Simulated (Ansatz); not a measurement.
# C4H8S: how energies converge with the basis set

Aim: see how fast density functionals converge with the basis set for C4H8S.

The runs use Ansatz 0.2.0, Gaussian basis; one geometry, several basis sets.

Levels to be run: PBE0-D4/def2-SVP; ωB97M-V/def2-SVP; PBE0-D4/def2-QZVPP; ωB97M-V/def2-QZVPP; the functionals' def2-TZVPP values are taken from earlier runs.

### Step 1. Structure used throughout

An earlier PBE0-D4 in a triple-zeta def2 set relaxation fixed the geometry.

SMILES `CC/C=C/S`, 13 atoms, charge 0, spin multiplicity 1.

Atoms are counted from 1 here; the program's logs count them from 0.

Bond lengths: C1–C2 1.525 Å, C1–H6 1.092 Å, C1–H7 1.093 Å, C1–H8 1.093 Å, C2–C3 1.493 Å, C2–H9 1.094 Å, C2–H10 1.097 Å, C3–C4 1.328 Å, C3–H11 1.089 Å, C4–S5 1.748 Å, C4–H12 1.087 Å, S5–H13 1.343 Å. Angles: C2–C1–H6 110.9°, C2–C1–H7 111.1°, C2–C1–H8 111.1°, H6–C1–H7 107.6°, H6–C1–H8 108.2°, H7–C1–H8 107.7°, C1–C2–C3 112.6°, C1–C2–H9 110.0°, C1–C2–H10 108.9°, C3–C2–H9 109.5°, C3–C2–H10 109.2°, H9–C2–H10 106.4°, C2–C3–C4 124.1°, C2–C3–H11 116.5°, C4–C3–H11 119.4°, C3–C4–S5 128.4°, C3–C4–H12 120.3°, S5–C4–H12 111.3° and more.

### Step 2. PBE0-D4 in def2-SVP

Contents of in.yaml:

```yaml
crystal:
  periodic: [false, false, false]
  atoms:
    - {symbol: C, position_ang: [-1.624290, -0.862136, -0.437786]}
    - {symbol: C, position_ang: [-0.212071, -0.985272, 0.123568]}
    - {symbol: C, position_ang: [0.405985, 0.341576, 0.417996]}
    - {symbol: C, position_ang: [1.515147, 0.790608, -0.158799]}
    - {symbol: S, position_ang: [2.323969, 2.319932, 0.089433]}
    - {symbol: H, position_ang: [-1.620776, -0.317823, -1.384800]}
    - {symbol: H, position_ang: [-2.275707, -0.320473, 0.253236]}
    - {symbol: H, position_ang: [-2.066856, -1.845930, -0.610575]}
    - {symbol: H, position_ang: [0.422733, -1.536071, -0.577157]}
    - {symbol: H, position_ang: [-0.246009, -1.580748, 1.044417]}
    - {symbol: H, position_ang: [-0.112100, 0.968514, 1.142531]}
    - {symbol: H, position_ang: [2.041052, 0.178909, -0.887379]}
    - {symbol: H, position_ang: [1.469320, 2.814015, 1.000116]}
basis:
  gaussian: {orbitals: def2-SVP}
hamiltonian: {xc: pbe0, dispersion: d4}
output: {orbitals: {seedname: orbitals}}
```

Run with:

```
ansatz run in.yaml --threads 4 --pin off --events-out ev --progress --plain --max-ram 10444MiB
```

The runs that follow: ωB97M-V in def2-SVP; PBE0-D4 in def2-QZVPP; ωB97M-V in def2-QZVPP.

Q: Predict the results of all the runs planned. Wanted: PBE0-D4: double and triple zeta above quadruple; ωB97M-V: double and triple zeta above quadruple.

The runs gave:

| quantity | value |
| --- | --- |
| PBE0-D4: double and triple zeta above quadruple | 9.00, 0.57 eV |
| ωB97M-V: double and triple zeta above quadruple | 9.23, 0.55 eV |

In words: PBE0-D4 gains 8.42 eV from double to triple zeta, then 0.57 eV more. These are total energies; as a rule much of such shifts cancels in differences, which this series doesn't test. The LUMO of ωB97M-V is positive and keeps falling with the basis (2.68 to 1.87 eV): an unbound level that the basis holds in place.
